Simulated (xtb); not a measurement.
SiF₄, SMILES F[Si](F)(F)F. All values are semi-empirical tight-binding results from xtb (GFN2-xTB unless named), good for trends rather than for accurate numbers. Geometry optimised at GFN2-xTB. The isomer is the one that the SMILES or the coordinates give; other isomers of the formula were not compared.

```
Property                                          Value
----------------------------------------  -------------
point group as xtb finds it                          Td
orbital gap                                    11.23 eV
dipole moment                                    0.00 D
zero-point energy                          7.1 kcal/mol
G − E(el) at 298.15 K (modified RRHO)     -9.9 kcal/mol
static polarisability (D4 model)             43.8 bohr³
solvation energy, GFN2-xTB/ALPB(water)     4.1 kcal/mol
solvation energy, GFN2-xTB/ALPB(octanol)   2.3 kcal/mol
```
